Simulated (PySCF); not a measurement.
# C3H4F2: geometry, NMR shifts, spin-spin couplings, electronic excitations and core binding energies

What NMR shifts, spin-spin couplings, electronic excitations and core binding energies should C3H4F2 (`F[C@@H]1C[C@@H]1F`) show?

Programs: PySCF 2.14.0, with density-fitted response routines of our own. Each step states its level of theory. These are calculated values for one molecule in the gas phase, unless marked as measured. Atoms are numbered from 0 throughout.

### 1 The molecule as given

9 atoms, charge 0, multiplicity 1; geometry from: GFN2-xTB.

Bonds of the start (Å): F0–C1 1.36, C1–C2 1.50, C2–C3 1.50, C3–F4 1.36, C3–C1 1.50, C1–H5 1.08, C2–H6 1.08, C2–H7 1.08, C3–H8 1.08.

### 2 Geometry optimisation at PBE0-D3(BJ)/def2-SVP

What the job is given:

```
{"job": {"xc": "PBE0", "basis": "def2-SVP", "d3": "d3bj", "grid": 1, "kind": "geom"}, "charge": 0, "multiplicity": 1}
F     -0.004691     1.641515     1.004145
C     -0.138390     0.840752    -0.082709
C     -0.704955    -0.531880     0.122378
C      0.746003    -0.363466    -0.214340
F      1.657595    -0.622340     0.756545
H     -0.382461     1.431222    -0.957769
H     -0.923805    -0.804042     1.143737
H     -1.376105    -0.943962    -0.612883
H      1.140370    -0.641806    -1.184284
```

**Question.** This job is followed by: GIAO PBE0/pcSseg-1 NMR shielding, non-relativistic, gas phase; B3LYP/pcJ-1 indirect spin-spin coupling, non-relativistic, gas phase; TDDFT CAM-B3LYP/def2-SVPD, vertical, gas phase, core orbitals frozen in the response; GIAO HF/pcSseg-2 NMR shielding, non-relativistic, gas phase; delta-SCF UKS SCAN, pcX-2 on the ionised atom, pcseg-1 elsewhere, spin-free X2C. What will the session give for the following? point group; rotational constants (main isotopes); 13C shifts against TMS (PBE0/pcSseg-1, means over atoms taken as alike); 1H shifts against TMS (PBE0/pcSseg-1, means over atoms taken as alike); 19F shifts against CFCl3 (PBE0/pcSseg-1, means over atoms taken as alike); largest coupling of the table (B3LYP/pcJ-1); lowest singlet (CAM-B3LYP/def2-SVPD); brightest single state of those computed; lowest triplet; vertical ionisation energy (ΔSCF); C1s binding energies, SCAN/pcX-2; F1s binding energies, SCAN/pcX-2; range of the shift of F0.

The runs gave:

| quantity | value |
| --- | --- |
| point group | Cs |
| rotational constants (main isotopes) | 8.02, 5.00, 3.69 GHz |
| 13C shifts against TMS (PBE0/pcSseg-1, means over atoms taken as alike) | 68.4, 12.8 ppm |
| 1H shifts against TMS (PBE0/pcSseg-1, means over atoms taken as alike) | 4.03, 1.13, 0.81 ppm |
| 19F shifts against CFCl3 (PBE0/pcSseg-1, means over atoms taken as alike) | -250.8 ppm |
| largest coupling of the table (B3LYP/pcJ-1) | 1J(F,C) F0–C1, -296.8 Hz |
| lowest singlet (CAM-B3LYP/def2-SVPD) | 7.54 eV (164 nm), f = 0.001 |
| brightest single state of those computed | state 8, 9.26 eV, f = 0.050 |
| lowest triplet | 7.15 eV |
| vertical ionisation energy (ΔSCF) | 10.97 eV |
| C1s binding energies, SCAN/pcX-2 | C1 293.46, C2 291.37 eV |
| F1s binding energies, SCAN/pcX-2 | F0 692.98 eV |
| range of the shift of F0 | -250.8 to -213.5 ppm |

In words: H5, H8 (mean) (hydrogen on a three-membered-ring carbon bearing a halogen) lies farthest downfield among hydrogen, at 4.03 ppm; its carbon carries F, hence the downfield position. At PBE0/pcSseg-1: Shielding is most anisotropic at C1, C3 (span 128 ppm, paramagnetic term -129 ppm). Couplings across rotatable bonds belong to this one conformer; where others are populated, the observed values are averages. Density functionals describe couplings to fluorine poorly, F–F couplings above all, so those rows are rough. The first singlet state (HOMO→LUMO 0.80) lies at 7.54 eV and is dark; of the 10 states computed, the strongest absorption comes from state 8 at 9.26 eV. The lowest triplet lies 0.39 eV below the lowest singlet (triplets in Tamm-Dancoff, singlets in full TDDFT). ΔSCF puts the ionisation energy at 10.97 eV, 1.13 eV above −ε(HOMO). C1 (three-membered-ring carbon bearing a halogen) binds its C1s electron 2.09 eV more tightly than C2 (three-membered-ring carbon).
